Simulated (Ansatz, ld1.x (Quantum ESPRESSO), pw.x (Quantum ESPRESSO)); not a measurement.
**chromium: one change to the TM potential, in the atom and in the bcc crystal**

Cr (Z = 24), norm-conserving Troullier–Martins (Kleinman–Bylander form), made with ld1.x (Quantum ESPRESSO) 7.5 (PBE, scalar-relativistic). Core [Ar], reference 3d5 4s1 4p0. Waves: 4s (bound): rc 2.55 bohr; 4p (bound, empty): rc 2.95 bohr; 3d (bound): rc 1.90 bohr. Local part: all-electron potential smoothed inside 2.50 bohr (lloc = -1). Core correction: none.

Change: all radii scaled by about 1.07 (s 2.74, p 3.16, d 2.04 bohr); local potential all-electron potential smoothed inside 2.68 bohr (lloc = -1).

Cutoffs, loose and tight: the cutoffs (Ry, on a coarse ladder) from which the occupation-weighted sum of valence levels, in a spherical-Bessel basis at the reference potential, stays within 10 and 1 mRy of its value at 400 Ry. They do not see the model core or the augmentation charge, which bear on the density cutoff. Test errors are all-electron minus pseudo excitation energies from the reference, over the configurations 3d5 4s0 4p0; 3d4 4s0 4p0; 3d3 4s0 4p0; 3d4 4s2 4p0; 3d4 4s1 4p0; 3d4 4s1 4p1; 3d6 4s0 4p0; variants that change the core or the reference have their own tests.

Crystal test: bcc Cr in pw.x 7.5, no spin, 16³ k-points, Fermi–Dirac smearing 0.01 Ry, cutoffs set for each file from its atomic test. The reference is all-electron LAPW (Ansatz 0.2.0) with the same functional, mesh and smearing; V0 and B0 come from Birch–Murnaghan fits to the pressures at five volumes. Errors are pseudo minus all-electron; Δ is the rms difference of the E(V) curves that follow from these fits, minima aligned, over ±6 % about the mean V0. Mesh and smearing are coarse, so the numbers serve the comparison and aren't converged zero-temperature values; the lattice is a test structure that the element need not adopt. Spin polarisation and strong correlation are left out, which matters for this element.

All-electron: a0 = 2.849 Å (V0 = 11.56 Å³/atom), B0 = 256.7 GPa.

Question: Does the change bring the crystal closer to the all-electron result?

Answer: The mean pressure error goes from +7.41 to +10.44 GPa, so the change moves the solid further from the all-electron pressures. The B0 error goes the other way, from -14.7 to -12.5 %.

```json
{"quantity": "outcome (atom)", "base": "generated", "changed": "generated"}
{"quantity": "cutoff, loose (atom)", "base": "70 Ry", "changed": "60 Ry"}
{"quantity": "cutoff, tight (atom)", "base": "80 Ry", "changed": "80 Ry"}
{"quantity": "bound ghosts (atom)", "base": "none", "changed": "none"}
{"quantity": "largest test error (meV) (atom)", "base": "-193", "changed": "-182"}
{"quantity": "cutoffs in pw.x (Ry)", "base": "100/400", "changed": "100/400"}
{"quantity": "a0 (Å)", "base": "2.879", "changed": "2.889"}
{"quantity": "a0 error (%)", "base": "+1.06", "changed": "+1.42"}
{"quantity": "B0 error (%)", "base": "-14.7", "changed": "-12.5"}
{"quantity": "Δ (meV/atom)", "base": "19.1", "changed": "26.1"}
{"quantity": "mean pressure error (GPa)", "base": "+7.41", "changed": "+10.44"}
```

Base: The largest radius (2.95 bohr) exceeds half the bond length (2.33 bohr), so the spheres overlap, which is one possible source of error among others. This is a poor potential for the solid. Changed file: The largest radius (3.16 bohr) exceeds half the bond length (2.33 bohr), so the spheres overlap, which is one possible source of error among others. This is a poor potential for the solid. The atomic cutoffs weigh occupied waves only.
